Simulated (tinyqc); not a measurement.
Worked calculation: RKS/LDA (VWN5) in the sto-3g basis, for H2F+, spin multiplicity 1. One step of it, computed by the program tinyqc.

Question. Iteration 2: building the Kohn-Sham matrix. J_ij = sum D_kl (ij|kl); F = H + J + V_xc; E = tr D H + tr D J / 2 + E_xc + E_nn.

D after iteration 1:
```
            1F 1s      1F 2s    1F 2px     1F 2py     1F 2pz      2H 1s      3H 1s
1F 1s    2.127062  -0.550041  0.000000   0.000000   0.022681   0.078664   0.078664
1F 2s   -0.550041   2.416376  0.000000   0.000000  -0.145994  -0.512530  -0.512530
1F 2px   0.000000   0.000000  2.000000   0.000000   0.000000   0.000000   0.000000
1F 2py   0.000000   0.000000  0.000000   0.219091   0.000000   0.421040  -0.421040
1F 2pz   0.022681  -0.145994  0.000000   0.000000   0.136271   0.344920   0.344920
2H 1s    0.078664  -0.512530  0.000000   0.421040   0.344920   1.691297   0.073019
3H 1s    0.078664  -0.512530  0.000000  -0.421040   0.344920   0.073019   1.691297
```

core Hamiltonian H = T + V (hartree):
```
             1F 1s       1F 2s     1F 2px     1F 2py     1F 2pz      2H 1s      3H 1s
1F 1s   -40.889180   -9.595332   0.000000   0.000000  -0.009112  -0.966213  -0.966213
1F 2s    -9.595332  -11.366861   0.000000   0.000000  -0.113419  -2.397157  -2.397157
1F 2px    0.000000    0.000000  -9.027677   0.000000   0.000000   0.000000   0.000000
1F 2py    0.000000    0.000000   0.000000  -9.105300   0.000000  -1.438171   1.438171
1F 2pz   -0.009112   -0.113419   0.000000   0.000000  -9.059584  -0.944806  -0.944806
2H 1s    -0.966213   -2.397157   0.000000  -1.438171  -0.944806  -4.562812  -0.675166
3H 1s    -0.966213   -2.397157   0.000000   1.438171  -0.944806  -0.675166  -4.562812
```

Two-electron integrals (ij|kl) in chemists' order, unique and non-zero (hartree):
```
(11|11) 5.403501    (21|11) 0.841920    (21|21) 0.156299    (22|11) 1.268028
(22|21) 0.292344    (22|22) 0.926167    (31|31) 0.027998    (32|31) 0.043169
(32|32) 0.204588    (33|11) 1.264502    (33|21) 0.292403    (33|22) 0.925959
(33|33) 0.997514    (41|41) 0.027998    (42|41) 0.043169    (42|42) 0.204588
(43|43) 0.053770    (44|11) 1.264502    (44|21) 0.292403    (44|22) 0.925959
(44|33) 0.889973    (44|44) 0.997514    (51|51) 0.027998    (52|51) 0.043169
(52|52) 0.204588    (53|53) 0.053770    (54|54) 0.053770    (55|11) 1.264502
(55|21) 0.292403    (55|22) 0.925959    (55|33) 0.889973    (55|44) 0.889973
(55|55) 0.997514    (61|11) 0.085044    (61|21) 0.015668    (61|22) 0.029164
(61|33) 0.029120    (61|41) 0.000524    (61|42) 0.000990    (61|44) 0.029217
(61|51) 0.000336    (61|52) 0.000635    (61|54) 0.000062    (61|55) 0.029160
(61|61) 0.001586    (62|11) 0.235532    (62|21) 0.055118    (62|22) 0.197302
(62|33) 0.194328    (62|41) 0.003141    (62|42) 0.025511    (62|44) 0.200512
(62|51) 0.002014    (62|52) 0.016356    (62|54) 0.003965    (62|55) 0.196870
(62|61) 0.005612    (62|62) 0.053660    (63|31) 0.005522    (63|32) 0.033669
(63|43) 0.005238    (63|53) 0.003358    (63|63) 0.007632    (64|11) 0.142015
(64|21) 0.033638    (64|22) 0.128959    (64|33) 0.123622    (64|41) 0.007186
(64|42) 0.049295    (64|44) 0.137916    (64|51) 0.001067    (64|52) 0.010018
(64|54) 0.005807    (64|55) 0.125191    (64|61) 0.003553    (64|62) 0.043149
(64|64) 0.042125    (65|11) 0.091049    (65|21) 0.021566    (65|22) 0.082679
(65|33) 0.079257    (65|41) 0.001067    (65|42) 0.010018    (65|44) 0.081705
(65|51) 0.006206    (65|52) 0.040092    (65|54) 0.006808    (65|55) 0.086980
(65|61) 0.002278    (65|62) 0.027664    (65|64) 0.022114    (65|65) 0.021810
(66|11) 0.426469    (66|21) 0.101397    (66|22) 0.419726    (66|33) 0.406851
(66|41) 0.006528    (66|42) 0.075998    (66|44) 0.433961    (66|51) 0.004186
(66|52) 0.048724    (66|54) 0.017381    (66|55) 0.417994    (66|61) 0.010363
(66|62) 0.153320    (66|64) 0.143981    (66|65) 0.092310    (66|66) 0.774606
(71|11) 0.085044    (71|21) 0.015668    (71|22) 0.029164    (71|33) 0.029120
(71|41) -0.000524   (71|42) -0.000990   (71|44) 0.029217    (71|51) 0.000336
(71|52) 0.000635    (71|54) -0.000062   (71|55) 0.029160    (71|61) 0.001565
(71|62) 0.005455    (71|64) 0.003204    (71|65) 0.002216    (71|66) 0.010025
(71|71) 0.001586    (72|11) 0.235532    (72|21) 0.055118    (72|22) 0.197302
(72|33) 0.194328    (72|41) -0.003141   (72|42) -0.025511   (72|44) 0.200512
(72|51) 0.002014    (72|52) 0.016356    (72|54) -0.003965   (72|55) 0.196870
(72|61) 0.005455    (72|62) 0.042497    (72|64) 0.023812    (72|65) 0.021187
(72|66) 0.096823    (72|71) 0.005612    (72|72) 0.053660    (73|31) 0.005522
(73|32) 0.033669    (73|43) -0.005238   (73|53) 0.003358    (73|63) 0.005800
(73|73) 0.007632    (74|11) -0.142015   (74|21) -0.033638   (74|22) -0.128959
(74|33) -0.123622   (74|41) 0.007186    (74|42) 0.049295    (74|44) -0.137916
(74|51) -0.001067   (74|52) -0.010018   (74|54) 0.005807    (74|55) -0.125191
(74|61) -0.003204   (74|62) -0.023812   (74|64) -0.007880   (74|65) -0.011685
(74|66) -0.051325   (74|71) -0.003553   (74|72) -0.043149   (74|74) 0.042125
(75|11) 0.091049    (75|21) 0.021566    (75|22) 0.082679    (75|33) 0.079257
(75|41) -0.001067   (75|42) -0.010018   (75|44) 0.081705    (75|51) 0.006206
(75|52) 0.040092    (75|54) -0.006808   (75|55) 0.086980    (75|61) 0.002216
(75|62) 0.021187    (75|64) 0.011685    (75|65) 0.016246    (75|66) 0.052917
(75|71) 0.002278    (75|72) 0.027664    (75|74) -0.022114   (75|75) 0.021810
(76|11) 0.060835    (76|21) 0.014387    (76|22) 0.056648    (76|33) 0.055602
(76|44) 0.056693    (76|51) 0.000820    (76|52) 0.008257    (76|55) 0.057590
(76|61) 0.001449    (76|62) 0.015546    (76|64) 0.011070    (76|65) 0.009214
(76|66) 0.049595    (76|71) 0.001449    (76|72) 0.015546    (76|74) -0.011070
(76|75) 0.009214    (76|76) 0.005910    (77|11) 0.426469    (77|21) 0.101397
(77|22) 0.419726    (77|33) 0.406851    (77|41) -0.006528   (77|42) -0.075998
(77|44) 0.433961    (77|51) 0.004186    (77|52) 0.048724    (77|54) -0.017381
(77|55) 0.417994    (77|61) 0.010025    (77|62) 0.096823    (77|64) 0.051325
(77|65) 0.052917    (77|66) 0.255946    (77|71) 0.010363    (77|72) 0.153320
(77|74) -0.143981   (77|75) 0.092310    (77|76) 0.049595    (77|77) 0.774606
```

nuclear repulsion = 8.03422381 hartree

V_xc (hartree):
```
            1F 1s      1F 2s     1F 2px     1F 2py     1F 2pz      2H 1s      3H 1s
1F 1s   -3.268905  -0.455980   0.000000   0.000000   0.001259  -0.046344  -0.046344
1F 2s   -0.455980  -0.809344   0.000000   0.000000  -0.004512  -0.169549  -0.169549
1F 2px   0.000000   0.000000  -0.862834   0.000000   0.000000   0.000000   0.000000
1F 2py   0.000000   0.000000   0.000000  -0.785062   0.000000  -0.114686   0.114686
1F 2pz   0.001259  -0.004512   0.000000   0.000000  -0.762768  -0.074990  -0.074990
2H 1s   -0.046344  -0.169549   0.000000  -0.114686  -0.074990  -0.506691  -0.049021
3H 1s   -0.046344  -0.169549   0.000000   0.114686  -0.074990  -0.049021  -0.506691
```

E_xc = sum of w rho eps_xc = -9.17571024 hartree

Give: Coulomb J; Kohn-Sham matrix F; total energy of this density.

Answer.

Coulomb J (hartree):
```
          1F 1s   1F 2s  1F 2px   1F 2py  1F 2pz   2H 1s    3H 1s
1F 1s   17.9699  3.3374  0.0000   0.0000  0.0093  0.3352   0.3352
1F 2s    3.3374  8.1585  0.0000   0.0000  0.1471  1.7904   1.7904
1F 2px   0.0000  0.0000  8.2294   0.0000  0.0000  0.0000   0.0000
1F 2py   0.0000  0.0000  0.0000   8.1446  0.0000  1.1981  -1.1981
1F 2pz   0.0093  0.1471  0.0000   0.0000  8.0751  0.7989   0.7989
2H 1s    0.3352  1.7904  0.0000   1.1981  0.7989  4.5232   0.5481
3H 1s    0.3352  1.7904  0.0000  -1.1981  0.7989  0.5481   4.5232
```

Kohn-Sham matrix F (hartree):
```
           1F 1s    1F 2s   1F 2px   1F 2py   1F 2pz    2H 1s    3H 1s
1F 1s   -26.1881  -6.7139   0.0000   0.0000   0.0014  -0.6773  -0.6773
1F 2s    -6.7139  -4.0177   0.0000   0.0000   0.0292  -0.7763  -0.7763
1F 2px    0.0000   0.0000  -1.6611   0.0000   0.0000   0.0000   0.0000
1F 2py    0.0000   0.0000   0.0000  -1.7458   0.0000  -0.3547   0.3547
1F 2pz    0.0014   0.0292   0.0000   0.0000  -1.7473  -0.2209  -0.2209
2H 1s    -0.6773  -0.7763   0.0000  -0.3547  -0.2209  -0.5463  -0.1761
3H 1s    -0.6773  -0.7763   0.0000   0.3547  -0.2209  -0.1761  -0.5463
```

total energy of this density = -96.675447 hartree
